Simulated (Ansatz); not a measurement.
# AlHO2 (SMILES [O]=[Al][OH]) at B2PLYP/STO-3G

Aim: the vertical singlet–triplet gap of AlHO2 at B2PLYP/STO-3G, from 2 runs. 

The results are computed with Ansatz 0.2.0.

62 further runs of the same task are left out: 8 that didn't finish, 54 set aside as unsound or not needed.

## 1. The system as given

The species is AlHO2 (4 atoms), meant as a singlet with charge 0. SMILES: `[O]=[Al][OH]`. Geometry: a GFN2-xTB relaxation, a rough one for these elements and not checked as a minimum.

Bond lengths: O1–Al2 1.572 Å, Al2–O3 1.628 Å, O3–H4 0.949 Å. Angles: O1–Al2–O3 180.0°, Al2–O3–H4 179.6°.

## 2. A single-point energy at B2PLYP/STO-3G

The input, input.yaml:

```yaml
crystal:
  periodic: [false, false, false]
  atoms:
    - {symbol: O, position_ang: [-1.605830, -1.403740, -0.651200]}
    - {symbol: Al, position_ang: [-0.474020, -0.415070, -0.191330]}
    - {symbol: O, position_ang: [0.698750, 0.609040, 0.285100]}
    - {symbol: H, position_ang: [1.381100, 1.209770, 0.557430]}
basis:
  gaussian: {orbitals: STO-3G}
hamiltonian: {xc: {name: B2PLYP}}
correlation: {frozen_orbitals: {Al: 5, H: 0, O: 1}}
accuracy: high
```

Started as:

```sh
ansatz run input.yaml --threads 1 --pin off --max-ram 2610MiB --events-out events.jsonl --progress --plain --runs-dir runs
```

The log of the run:

```text
Warning: RAYON_NUM_THREADS=1 ignored (pool sized by the plan → 1); use --threads N
Functional definition: B2PLYP
  name "B2PLYP"
  parameter a = 0.53
  parameter c = 0.27
  exchange = (1 - a)*b88_x + a*exact_x
  correlation = (1 - c)*lyp_c + c*(mp2_os + mp2_ss)
342 factors; integrals over basis functions are off by at most 1.7e-8 eV
mean field evaluation 1: about -10550.3855 eV, gradient 4.2e1 eV
mean field evaluation 2: about -10550.3870 eV, gradient 4.2e1 eV
mean field evaluation 4: about -10557.4934 eV, gradient 1.5e1 eV
mean field evaluation 8: about -10558.1507 eV, gradient 1.1e-1 eV
mean field evaluation 16: about -10558.1508 eV, gradient 2.9e-7 eV
mean field -10558.15079198 eV, -388.0048850338 hartree, gradient 8.9e-8 eV, S^2 0.000000; 0 other end points of the search recorded, 0 dependent functions left out
7 core orbitals not correlated: weight in the atoms' cores, before any rotation towards them, 1.000 or more for the frozen orbitals, at most 0.000 for the correlated occupied ones
reference -10558.15080786 eV, -388.0048856171 hartree; 8, 8 occupied and 5, 5 virtual orbitals, 342 factors
second order -5.80863781 eV of doubles, -0.00000000 eV of singles
Total energy: -10559.71914006 eV, -388.0625207627 hartree
```

It took 0.91 s on 1 thread of Intel Xeon 6975P-C (Granite Rapids), shared host; peak memory 0.11 GiB.

## 3. The triplet

The input, run.yaml:

```yaml
basis:
  gaussian: {orbitals: STO-3G}
crystal:
  periodic: [false, false, false]
  atoms:
    - {symbol: O, position_ang: [-1.605830, -1.403740, -0.651200]}
    - {symbol: Al, position_ang: [-0.474020, -0.415070, -0.191330]}
    - {symbol: O, position_ang: [0.698750, 0.609040, 0.285100]}
    - {symbol: H, position_ang: [1.381100, 1.209770, 0.557430]}
magnetization: {spin_polarized: true, initial_magnetization: 2}
hamiltonian: {xc: {name: B2PLYP}}
correlation: {frozen_orbitals: {Al: 5, H: 0, O: 1}}
accuracy: high
```

Started as:

```sh
ansatz run run.yaml --threads 1 --pin off --max-ram 2610MiB --events-out events.jsonl --progress --plain --runs-dir runs
```

The log of the run, cut to the lines that bear on the results:

```text
Warning: RAYON_NUM_THREADS=1 ignored (pool sized by the plan → 1); use --threads N
Functional definition: B2PLYP
  name "B2PLYP"
[...]
342 factors; integrals over basis functions are off by at most 1.7e-8 eV
[...]
mean field -10555.36471984 eV, -387.9024987711 hartree, gradient 4.1e-10 eV, S^2 2.004883; 2 other end points of the search recorded, 0 dependent functions left out
7 core orbitals not correlated: weight in the atoms' cores, before any rotation towards them, 1.000 or more for the frozen orbitals, at most 0.000 for the correlated occupied ones
reference -10555.36473556 eV, -387.9024993485 hartree; 9, 7 occupied and 4, 6 virtual orbitals, 342 factors
second order -3.03956934 eV of doubles, -0.00000000 eV of singles
Total energy: -10556.18541928 eV, -387.9326589191 hartree
```

Wall time 37 s (1 thread of Intel Xeon 6975P-C (Granite Rapids), shared host); peak memory 0.15 GiB.

## 4. Results

At B2PLYP/STO-3G, 7 core orbitals frozen:

| quantity | value |
| --- | --- |
| singlet: total energy | -388.06252 Eh |
| triplet: total energy | -387.93266 Eh |
| triplet: ⟨S²⟩ | 2.005 |
| vertical energy of the triplet above the singlet | 3.534 eV |

At this shape the triplet lies 3.53 eV (81 kcal/mol) above the singlet. In a minimal basis such a difference can be off by several eV, whatever the method.
